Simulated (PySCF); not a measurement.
# Static response to an electric field

Compound: HBO.
Atom-mapped SMILES: `[BH:1]=[O:2]` (hydrogens: H3 on B1)

Cartesian coordinates in Å at the PBE0-D3(BJ)/def2-TZVP level; atoms count from 1:
```
atom  x, y, z in Å
B1     0.0116    0.0679   -0.0890
O2     1.2015   -0.0654   -0.1270
H3    -1.1532    0.1984   -0.0519
```

Level: CAM-B3LYP/aug-cc-pVTZ (PySCF), static field, nuclei fixed, core orbitals frozen in the response. The polarisability tensor in these axes (au):

```
x   21.20 -0.76 -0.22
y   -0.76 14.49  0.02
z   -0.22  0.02 14.41
```

Task: Give the principal values, the mean and the anisotropy Δα = √{½[(α1 − α2)² + (α2 − α3)² + (α1 − α3)²]}.

Result: Principal values 14.41, 14.41 and 21.29 au; mean 16.70 au = 2.47 Å³ = 2.75 × 10⁻⁴⁰ C²·m²/J; Δα = 6.89 au (41 % of the mean).

Task: What is the dipole moment, and where does it point?

Result: (-2.84, 0.32, 0.09) D, 2.86 D in size, pointing from the negative to the positive side. Measured along this direction, the outermost atoms are O2 at the negative end and H3 at the positive end.

Task: What would n − 1 = 2πNα be for an ideal gas of these molecules at 298.15 K and 1 atm, electronic part alone?

Result: N = p/kT = 2.4615 × 10¹⁹ cm⁻³, so n − 1 = 2π × N × 2.47 × 10⁻²⁴ cm³ = 383 × 10⁻⁶ at long wavelengths.

Task: Estimate the molar refractivity from the static electronic polarisability.

Result: Lorentz–Lorenz: R = (4π/3)N_A α = 2.5225 cm³/(mol·Å³) × 2.47 Å³ = 6.2 cm³/mol, in the limit of long wavelengths.

Task: Find the Langevin capture rate constant for H3O+ (19.018 u) meeting this molecule (28.012 u), k = 2.342 × 10⁻⁹ cm³/s × √(α in Å³ / reduced mass in u).

Result: The reduced mass is 11.33 u, so k = 1.09 × 10⁻⁹ cm³/s. The formula leaves out the permanent dipole, which adds to the capture rate.

Task: Traceless (Buckingham) quadrupole moment about the centre of nuclear charge: eigenvalues?

Result: -0.14, -0.14, 0.27 D·Å. The values depend on the origin, since the dipole doesn't vanish. The electronic extent ⟨r²⟩ about the same centre is 52 bohr², a root-mean-square distance of 1.02 Å for the 14 electrons.

Isolated species at its PBE0-D3(BJ)/def2-TZVP geometry, gas phase.

The run behind these numbers computed excited states as well. On Arm Neoverse V2, one thread, shared host with 32 logical CPUs at a one-minute load of 9.6, this took 1.9 s and 0.35 GiB of memory at its peak.
